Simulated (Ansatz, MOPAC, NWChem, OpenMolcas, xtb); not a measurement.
AlH2O (SMILES [O][AlH2]): methods side by side

AlH2O, doublet, SMILES `[O][AlH2]`. Each level relaxes the structure for itself.

Quantity: the zero-point energy at each level's own minimum, in kJ/mol. The values are calculated.

| level | kind | program | value (kJ/mol) |
| --- | --- | --- | --- |
| AM1 | semi-empirical | MOPAC | 39.8 |
| MNDO | semi-empirical | MOPAC | 42.9 |
| MNDOD | semi-empirical | MOPAC | 41.0 |
| GFN2-xTB | semi-empirical | xtb | 34.2 |
| UHF/3-21G | Hartree–Fock | OpenMolcas | 40.9 |
| UHF/6-31G* (Cartesian functions) | Hartree–Fock | OpenMolcas | 41.7 |
| UB3LYP-D3(BJ)/6-31G* (spherical functions) | global hybrid | NWChem | 38.5 |
| UB3LYP/def2-SVP | global hybrid | NWChem | 38.4 |
| UPBE0-D4/def2-TZVP | global hybrid | Ansatz | 38.4 |
| UB3LYP/6-31G* (Cartesian functions) | global hybrid | OpenMolcas | 38.6 |

Harmonic and unscaled. The values span 34.2 to 42.9 kJ/mol.
